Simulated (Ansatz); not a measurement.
# An input for SiH4O (silanol)

The species is SiH4O (6 atoms), meant as a singlet with charge 0. SMILES: `O[SiH3]`. The coordinates come from a PBE0-D4/def2-TZVP relaxation.

```xyz
6

O     0.6367   -1.0303    0.4190
Si   -0.0357    0.3465   -0.1870
H     0.0691   -1.6292    0.9047
H    -1.1283    0.0457   -1.1528
H     1.0605    1.0649   -0.8756
H    -0.6023    1.2024    0.8917
```

Settings wanted:

- basis set: cc-pVTZ
- core potential: none
- task: energy
- method: MP2
- dispersion: none
- reference: RHF
- accuracy: high
- frozen core orbitals: 6
- start density: atoms

Problem. Write the Ansatz 0.2.0 input and the command.

Solution. This one ran through:

job.yaml:
```yaml
crystal:
  periodic: [false, false, false]
  atoms:
    - {symbol: O, position_ang: [0.636700, -1.030300, 0.419000]}
    - {symbol: Si, position_ang: [-0.035700, 0.346500, -0.187000]}
    - {symbol: H, position_ang: [0.069100, -1.629200, 0.904700]}
    - {symbol: H, position_ang: [-1.128300, 0.045700, -1.152800]}
    - {symbol: H, position_ang: [1.060500, 1.064900, -0.875600]}
    - {symbol: H, position_ang: [-0.602300, 1.202400, 0.891700]}
basis:
  gaussian: {orbitals: cc-pVTZ}
correlation: {method: mp2, frozen_orbitals: {H: 0, O: 1, Si: 5}}
accuracy: high
```

```bash
$ ansatz run job.yaml --threads 1 --pin off --max-ram 3480MiB --events-out events.jsonl --progress --plain --runs-dir runs
```

Calculated total energy: -366.58323 Eh.
